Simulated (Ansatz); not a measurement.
A calculation with Ansatz (development build ahead of 0.2.0).

```yaml
crystal:
  periodic: [false, false, false]
  atoms:
    - { symbol: S, position_ang: [0.0, 0.0, 0.0] }
    - { symbol: O, position_ang: [0.0, 0.0, 2.384] }
basis:
  gaussian: { orbitals: "6-31G" }
magnetization:
  spin_polarized: true
hamiltonian:
  xc: hf
scf:
  omitted_lower_state_checks: [starts, atomic_configurations, cluster_reference, orbital_swaps, given_window_search, neighbouring_geometries, increment]
output:
  forces: true
```

The input is written out in the form of the current development build from the run's settings.

The run gave:

```json
{
 "Converged": "yes",
 "Total energy": "-472.18503 hartree",
 "Spin squared of the determinant": "1.804",
 "Stability test": "minimum"
}
```

Forces (eV/Å):
```json
{"atom": "S1", "Fx": "0.000", "Fy": "0.000", "Fz": "0.367"}
{"atom": "O2", "Fx": "0.000", "Fy": "0.000", "Fz": "-0.367"}
```

This is not the lowest solution: another run reaches a determinant 1.69 eV lower. Caution: another spin multiplicity may lie lower; the unrestricted determinant is a mixture of spin states.
